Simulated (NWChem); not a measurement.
**Total energies of nitrogen trifluoride (F$_{3}$N)**

```
N
F 1 1.3680
F 1 1.3681 2 102.35
F 1 1.3681 2 102.35 3 105.78
```
Charge 0, spin multiplicity 1.

All runs are NWChem calculations. Structure: optimised with B3LYP/def2-SVP, a minimum by its harmonic frequencies.

Basis set: def2-SVP (56 functions).

```tsv
method	total energy (Ha)
RHF	-352.24019
MP2	-352.97106
B2PLYP	-353.52715
PBE	-353.48476
B3LYP	-353.79735
BP86	-353.81793
CCSD(T)	-353.00202
```

Total energies of different functionals aren't comparable as a measure of quality: only differences taken within one method are. 

The correlated methods keep 4 core orbitals frozen. B3LYP has NWChem's definition, with VWN1-RPA local correlation. No row is a measurement; the coupled-cluster row has its own basis-set and correlation limits.
